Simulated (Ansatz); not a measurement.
Basis-set extrapolation for C4H8Cl2 (`ClCCCCCl`) (PBE0-D4/def2-TZVP geometry, frozen core, Ansatz 0.2.0). Multiplicity 1, RHF reference.

```json
{"": "HF", "def2-TZVPP": "-1075.220668", "def2-QZVPP": "-1075.253428"}
{"": "MP2 correlation", "def2-TZVPP": "-1.075129", "def2-QZVPP": "-1.158348"}
{"": "CCSD(T) correlation", "def2-TZVPP": "-1.193398", "def2-QZVPP": "not run"}
```

Energies in hartree. Use E(X) = E(∞) + A·exp(−7.88·√X) for Hartree–Fock and E(X) = E(∞) + B·X^(−2.97) for correlation, with X = 3 and 4, and add CCSD(T) minus MP2 of the smaller set to the MP2 limit.

Question: What is the CCSD(T) energy at the basis-set limit?

Answer: HF limit: -1075.253428 + (-0.032760) × 0.13774 = -1075.25794. MP2 limit: -1.158348 + (-0.083219) × 0.74074 = -1.21999. Higher-order term: -1.193398 − (-1.075129) = -0.11827. Total: -1076.59620 hartree, 478.2 kJ/mol below CCSD(T)/def2-TZVPP.
